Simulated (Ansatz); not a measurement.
# C₃H₄O: basis-set convergence

The task here is to estimate one member of a computed series from the others.

Computed with Ansatz 0.2.0, Gaussian basis. Level: one geometry, several basis sets.

The runs, in order: PBE0-D4/def2-SVP; ωB97M-V/def2-SVP; PBE0-D4/def2-QZVPP; ωB97M-V/def2-QZVPP; CCSD(T)/cc-pV(D+d)Z; CCSD(T)/cc-pV(T+d)Z; CCSD(T)/cc-pV(Q+d)Z; the functionals' def2-TZVPP values are taken from earlier runs.

**The geometry**

An earlier PBE0-D4 in a triple-zeta def2 set relaxation fixed the geometry.

SMILES `C#CCO`, 8 atoms, charge 0, spin multiplicity 1.

Atoms are counted from 1 here; the program's logs count them from 0.

Bond lengths: C1–C2 1.200 Å, C1–H5 1.064 Å, C2–C3 1.458 Å, C3–O4 1.410 Å, C3–H6 1.099 Å, C3–H7 1.093 Å, O4–H8 0.961 Å. Angles: C2–C1–H5 179.3°, C1–C2–C3 178.1°, C2–C3–O4 113.4°, C2–C3–H6 108.8°, C2–C3–H7 109.6°, O4–C3–H6 111.4°, O4–C3–H7 106.3°, H6–C3–H7 107.1°, C3–O4–H8 108.1°.

The first run:

File in.yaml:

```yaml
crystal:
  periodic: [false, false, false]
  atoms:
    - {symbol: C, position_ang: [-0.623358, 1.379016, -1.092795]}
    - {symbol: C, position_ang: [-0.100172, 0.620157, -0.323987]}
    - {symbol: C, position_ang: [0.527887, -0.337174, 0.578770]}
    - {symbol: O, position_ang: [-0.271060, -1.470218, 0.837453]}
    - {symbol: H, position_ang: [-1.089964, 2.059861, -1.764962]}
    - {symbol: H, position_ang: [1.506844, -0.621252, 0.168372]}
    - {symbol: H, position_ang: [0.710655, 0.136670, 1.546497]}
    - {symbol: H, position_ang: [-0.568733, -1.824060, -0.005048]}
basis:
  gaussian: {orbitals: def2-SVP}
hamiltonian: {xc: pbe0, dispersion: d4}
output: {orbitals: {seedname: orbitals}}
```

On the command line:

```bash
> ansatz run in.yaml --threads 2 --pin off --events-out ev --progress --plain --max-ram 20480MiB --backend cpu
```

Among the steps run: PBE0-D4 in def2-SVP; ωB97M-V in def2-SVP; PBE0-D4 in def2-QZVPP; ωB97M-V in def2-QZVPP.

One of the session's tables, all rows but one given; the rest of the session is left out.

It belongs to the step «Density functionals: the series». 

```
functional       basis  HOMO (eV)  LUMO (eV)
   PBE0-D4    def2-SVP          ?          ?
   PBE0-D4  def2-TZVPP      -7.89       0.34
   PBE0-D4  def2-QZVPP      -7.93       0.17
   ωB97M-V    def2-SVP     -10.06       2.80
   ωB97M-V  def2-TZVPP     -10.19       2.19
   ωB97M-V  def2-QZVPP     -10.22       1.65
```

Q: Estimate the row for PBE0-D4, def2-SVP from the others.

The run gave: HOMO (eV): -7.75; LUMO (eV): 0.70. In the column «HOMO (eV)» it is the highest.
